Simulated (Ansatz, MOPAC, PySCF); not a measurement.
Barrier height from F + H2 to the transition structure FH2, without zero-point energy, on the benchmark's geometries as Psi4's copy of the set gives them.
Transition structure (charge 0, multiplicity 2, Z-matrix in Å and degrees):
```
F
H 1 1.4662
H 2 0.7746 1 152.03
```
Reactant (charge 0, multiplicity 1):
```xyz
2

H      0.00000     0.00000     0.00000
H      0.74188     0.00000     0.00000
```

Open shells are unrestricted; no spin–orbit coupling.

Cores are frozen in the correlated methods. CBS(a, b) extrapolates the correlation energy as X⁻³ and adds the Hartree–Fock energy of set b. The state reached by PM6 isn't checked.

Codes used: Ansatz (a quantum-chemistry and plane-wave program); MOPAC for PM6 (differences of heats of formation); PySCF for M06-2X. Values without a source in brackets are computed.

```json
[
 {"level": "PM6", "barrier height (kcal/mol)": "0.70"},
 {"level": "SVWN5/def2-TZVPPD", "barrier height (kcal/mol)": "-23.75"},
 {"level": "PBE/def2-TZVPPD", "barrier height (kcal/mol)": "-12.63"},
 {"level": "revPBE/def2-TZVPPD", "barrier height (kcal/mol)": "-8.81"},
 {"level": "M06-2X/def2-TZVPPD", "barrier height (kcal/mol)": "0.98"},
 {"level": "MP2/cc-pVDZ", "barrier height (kcal/mol)": "7.10"},
 {"level": "SCS-MP2/aug-cc-pVDZ", "barrier height (kcal/mol)": "6.14"},
 {"level": "CCSD(T)/cc-pVDZ", "barrier height (kcal/mol)": "5.76"},
 {"level": "CCSD(T)/CBS(aug-cc-pVTZ, aug-cc-pVQZ)", "barrier height (kcal/mol)": "[?]"}
]
```

### Question
Fill in the missing entries.

### Answer

- CCSD(T)/CBS(aug-cc-pVTZ, aug-cc-pVQZ), barrier height (kcal/mol): 1.28
